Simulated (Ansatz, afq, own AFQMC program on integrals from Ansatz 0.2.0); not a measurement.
Two steps: Ansatz 0.2.0 writes the Fock matrix and Cholesky factors of the valence space, and afq projects on them the lowest state that overlaps trial and start.

```yaml
crystal:
  periodic: [false, false, false]
  atoms:
    - {symbol: V, position_ang: [0.000000, 0.000000, 0.000000]}
basis:
  gaussian: {orbitals: def2-SVP}
magnetization: {spin_polarized: false, initial_magnetization: 1}
correlation: {method: ccsd_t, electrons: outside_noble_gas, hamiltonian_folder: ham}
```

```sh
$ ansatz run in.yaml --threads 1 --pin off --events-out ev --progress --plain --max-ram 1382MiB
```

afq runs on the folder ham with

```
--method phaseless --trial cisd --walkers 10 --populations 1 --least-time 40 --time-step 0.0025 --steps-per-block 10 --equilibration-blocks 400 --max-blocks 1600 --target-error 0.00054 --factor-cut 1e-05 --start determinant --seed 5593 --taylor-order 4
```

Times are imaginary, in 1/Eh. The walk had a cap of 208 s.

afq prints:

```
orbitals 22  electrons 3 2  factors 176 of 233
reference energy -942.65790169 Eh
CCSD correlation -0.06942068 Eh in 29 cycles, weight of the determinant in the CISD state 0.8678
energy of the start -942.727322 Eh
 block  time / (1/Eh)  mean weight  energy / Eh
     1     0.025  0.9988  -942.727279
     2     0.050  1.0011  -942.727231
     3     0.075  0.9995  -942.727209
     4     0.100  1.0005  -942.727183
     5     0.125  0.9995  -942.727176
     9     0.225  1.0000  -942.727158
   151     3.775  0.9995  -942.732500
   351     8.775  1.0015  -942.733092
   551    13.775  1.0020  -942.714741
   601    15.025  0.9992  -942.713997
   751    18.775  0.9995  -942.730396
   951    23.775  1.0003  -942.724081
  1151    28.775  1.0009  -942.727172
  1351    33.775  1.0010  -942.725367
  1451    36.275  0.9993  -942.744916
  1551    38.775  1.0015  -942.730286
  1751    43.775  1.0003  -942.729940
  1951    48.775  1.0001  -942.731352
blocks merged  error / Eh  count
     1  0.000174  1600
     2  0.000240  800
     4  0.000328  400
     8  0.000442  200
    16  0.000580  100
    32  0.000761  50
    64  0.001008  25
   128  0.000922  12
energy -942.729789 +/- 0.001008 Eh
(rows thinned)
```

The run failed at least one of its tests; the cautions name the faults. The second half of the sampling lies below the first by 1.5 errors of their difference, so the energy may still be moving and its error bar be too small.

Against this walk (error 27.4 meV) on the same determinant: CCSD(T) 1.7 meV lower (within the noise), full CI for this spin (own frozen core, lowest symmetry allowed) 228.7 meV lower, a separate phaseless walk with a CISD trial and standard settings 46.1 ± 28.9 meV lower (within the noise). The error is statistical and leaves out the bias of the constraint. None of these is a sure reference here.

Cautions: constraint bias not in the error; error not settled; error above the target (27.4 against 14.7 meV); no relativity below Rb; outer-core shells of the metal frozen; a spin-contaminated unrestricted determinant lies lower (UHF 1.13 eV lower, ⟨S²⟩ 1.75); a state of higher spin lies lower (by 1.75 eV); so few walkers bias the energy.

The walk took 13 s on 1 thread of AMD EPYC 9R45 (Zen 5), on a shared host. The log's last line is the phaseless energy.
